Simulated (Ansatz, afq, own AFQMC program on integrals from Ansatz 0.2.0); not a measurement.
Two steps: Ansatz 0.2.0 writes the Fock matrix and Cholesky factors of the valence space, and afq projects on them the lowest state that overlaps trial and start.

```yaml
crystal:
  periodic: [false, false, false]
  atoms:
    - {symbol: Ge, position_ang: [0.012295, -0.020666, -0.026384]}
    - {symbol: H, position_ang: [1.477267, -0.003774, 0.444919]}
    - {symbol: H, position_ang: [-1.656458, 2.791581, 1.015324]}
    - {symbol: H, position_ang: [-0.706889, -1.298442, 0.441183]}
basis:
  gaussian: {orbitals: 6-31G}
magnetization: {spin_polarized: true, initial_magnetization: 1}
correlation: {method: ccsd_t, electrons: outside_noble_gas, hamiltonian_folder: ham}
```

```sh
$ ansatz run in.yaml --threads 1 --pin off --events-out ev --progress --plain --max-ram 16896MiB --backend cuda --devices 0, --max-vram 18GiB
```

Options of the walk:

```
--method phaseless --trial cisd --walkers 4000 --populations 20 --least-time 60 --time-step 0.005 --steps-per-block 50 --equilibration-blocks 40 --max-blocks 4000 --target-error 0.00032 --factor-cut 1e-05 --start spin_pure --seed 551 --release-times 0.24,0.51,0.99,1.62,2.4 --release-step 0.03 --release-every 3 --taylor-order 6
```

Times are imaginary, in 1/Eh. The walk had a cap of 122 s. With eight or more populations the least sampling time is a fifth of least-time, and the error comes from their spread. Filled inner d shells are frozen with the cores.

```
orbitals 21  electrons 4 3  factors 157 of 349
reference energy -2076.61905633 Eh
CCSD correlation -0.05890051 Eh in 21 cycles, weight of the determinant in the CISD state 0.8428
energy of the start -2076.672016 Eh
 block  time / (1/Eh)  mean weight  energy / Eh
     1     0.250  0.9999  -2076.673914
     2     0.500  1.0000  -2076.675233
     3     0.750  1.0001  -2076.676140
     4     1.000  0.9997  -2076.676750
     5     1.250  1.0000  -2076.677068
    10     2.500  0.9999  -2076.678485
    19     4.750  1.0001  -2076.679074
    25     6.250  1.0001  -2076.680009
    29     7.250  1.0000  -2076.679051
    39     9.750  1.0000  -2076.678909
    41    10.250  0.9999  -2076.678694
    49    12.250  1.0000  -2076.678935
    59    14.750  1.0000  -2076.678818
    69    17.250  1.0001  -2076.679018
    79    19.750  0.9999  -2076.679095
    89    22.250  1.0000  -2076.679004
error from the spread of 20 populations
released: time / (1/Eh)  energy / Eh  error  mean overlap
  0.24  -2076.678989  0.000035  1.0009
  0.51  -2076.678994  0.000035  1.0013
  0.99  -2076.679010  0.000038  1.0026
  1.62  -2076.679044  0.000041  1.0035
  2.40  -2076.679091  0.000027  1.0043
energy -2076.678952 +/- 0.000047 Eh
(rows thinned)
```

Q: Estimate how long the walk took on 1 × NVIDIA H100 80GB HBM3 with 2 threads of AMD EPYC 7R13 Processor (Zen 3), with other jobs on the host (the card was shared).

A: 22 s of wall time.

The run passed its tests (sampling time, drift between the halves within three errors, error under three times the target), which doesn't prove that it has relaxed.

Against this walk (error 1.3 meV) on the same determinant: CCSD(T) 5.8 meV higher, full CI 8.8 meV lower. The error is statistical and leaves out the bias of the constraint. The determinant has ⟨S²⟩ = 1.19, so the low cluster orders mix in higher spin, while the walk starts as a pure doublet. Released to 2.40 1/Eh the energy lies 3.8 ± 1.5 meV (both errors) below the phaseless value, which shows part or all of the bias of the constraint, and full CI lies 5.0 meV below the released value. Full CI is exact here, so the walk's 9 meV above it is the walk's own error: the bias of the constraint with this trial. The determinant is a poor start (see the cautions), so the low cluster orders aren't to be relied on, and full CI is the sure value.

Cautions: constraint bias not in the error; no relativity below Rb; no spin-orbit coupling; inner d shell frozen; strong correlation (T1 0.082, weight of the determinant 0.84, largest double 0.11); unrestricted determinant spin contaminated (⟨S²⟩ 1.19 against 0.75).

A walk keeps the symmetry of its determinant, which the program's search chose and which needn't be the lowest solution, so a lower state of the same spin and another symmetry isn't excluded.
